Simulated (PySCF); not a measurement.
# Name the molecule from its bond curve

A diatomic of charge +1 contains Al. Its quartet curve at ROHF-CCSD(T) in a double-zeta basis (no relativity, PySCF), in eV from the separated fragments:

R (Å), E (eV) and a bar:
```
    2.255      0.049 ##############################
    2.355     -0.097 ##############
    2.430     -0.159 #######
    2.505     -0.195 ###
    2.580     -0.213 #
    2.680     -0.220 
    2.806     -0.213 #
    2.956     -0.194 ###
```

The fit gives ωe = 147 cm⁻¹ and the rotational constant Bₑ = 0.1632 cm⁻¹.

Problem. Which atom is the partner?

Solution. The minimum lies at 2.677 Å, so the reduced mass is 16.8576 u Å² cm⁻¹/(Bₑ·Re²) = 14.41 u. With Al at 26.98 u the partner weighs about 30.9 u: P. The molecule is AlP⁺.

Correlated steps freeze 10 core orbitals. The state is the lowest determinant that a PBE0 search found; another state may lie lower at other levels.
